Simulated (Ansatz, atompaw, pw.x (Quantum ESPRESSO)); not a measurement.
## pw.x on bcc Li: one setting changed

Potential: PAW, atompaw 4.2.0.5, LDA (PW92); core none, reference 1s2 2s1 2p0; waves: 1s (bound): rc 0.75 bohr; 2s (bound): rc 3.00 bohr; 2p (bound, empty): rc 3.00 bohr; 2p channel at 0.3 Ry: rc 3.00 bohr; 3d channel at 0.05 Ry: rc 3.00 bohr; local part: bessel scheme, radius 2.30 bohr; core correction: none; augmentation: besselshape compensation charge, radius 2.80 bohr; PAW radius 3.00 bohr; waves and projectors: custom rrkj gramschmidtortho.

The reference run (k-mesh 14³, cutoffs 120/900 Ry, Fermi–Dirac 0.01 Ry, mixing_beta 0.4, conv_thr 1e-9, no spin) gives -0.18 GPa at 19.087 Å³/atom, where all-electron LAPW gives -0.02 GPa. This run, with its own iteration cap, changes mixing_ndim to 4.

```
&control
  calculation='scf', prefix='x', pseudo_dir='./', outdir='./tmp', tstress=.true., disk_io='none'
/
&system
  ibrav=0, nat=1, ntyp=1, ecutwfc=120, ecutrho=900, nbnd=8,
  occupations='smearing', smearing='fd', degauss=0.01
/
&electrons
  conv_thr=1e-09, mixing_beta=0.4, electron_maxstep=60, mixing_ndim=4
/
ATOMIC_SPECIES
Li 1.0 Li.UPF
CELL_PARAMETERS angstrom
  -1.68354952 1.68354952 1.68354952
  1.68354952 -1.68354952 1.68354952
  1.68354952 1.68354952 -1.68354952
ATOMIC_POSITIONS crystal
Li 0.0000 0.0000 0.0000
K_POINTS automatic
14 14 14 0 0 0
```

```bash
pw.x < Li.scf.in > Li.scf.out
```

How does the run end?

It converges in 6 iterations; the free energy moves by +0.0 meV/atom and the pressure by +0.00 GPa. The result is that of the reference run.

```
Message from routine setup:
     using ibrav=0 with symmetry is DISCOURAGED, use correct ibrav instead
     lattice parameter (alat)  =       5.5104  a.u.
     unit-cell volume          =     128.8055 (a.u.)^3
     number of electrons       =         3.00
     number of Kohn-Sham states=            8
     kinetic-energy cutoff     =     120.0000  Ry
     charge density cutoff     =     900.0000  Ry
     scf convergence threshold =      1.0E-09
     Exchange-correlation= SLA PW NOGX NOGC
     number of k points=   104  Fermi-Dirac smearing, width (Ry)=  0.0100
     iteration #  1     ecut=   120.00 Ry     beta= 0.40
     total energy              =     -14.82175984 Ry
     estimated scf accuracy    <       0.00043480 Ry
     iteration #  2     ecut=   120.00 Ry     beta= 0.40
     total energy              =     -14.82201671 Ry
     estimated scf accuracy    <       0.00013360 Ry
     iteration #  3     ecut=   120.00 Ry     beta= 0.40
     total energy              =     -14.82211827 Ry
     estimated scf accuracy    <       0.00000183 Ry
     iteration #  4     ecut=   120.00 Ry     beta= 0.40
     total energy              =     -14.82211947 Ry
     estimated scf accuracy    <       0.00000009 Ry
     iteration #  5     ecut=   120.00 Ry     beta= 0.40
     total energy              =     -14.82211948 Ry
     estimated scf accuracy    <          1.6E-09 Ry
     iteration #  6     ecut=   120.00 Ry     beta= 0.40
     the Fermi energy is     1.1809 ev
!    total energy              =     -14.82211951 Ry
     estimated scf accuracy    <          1.8E-12 Ry
     smearing contrib. (-TS)   =      -0.00219920 Ry
     convergence has been achieved in   6 iterations
          total   stress  (Ry/bohr**3)                   (kbar)     P=       -1.81
     Message from routine punch:
     Nothing written, as per user request (disk_io='none')
```

The run took about 16 s on one core of a shared host (Intel(R) Xeon(R) 6975P-C, 192 threads, 378 GiB, load 58).
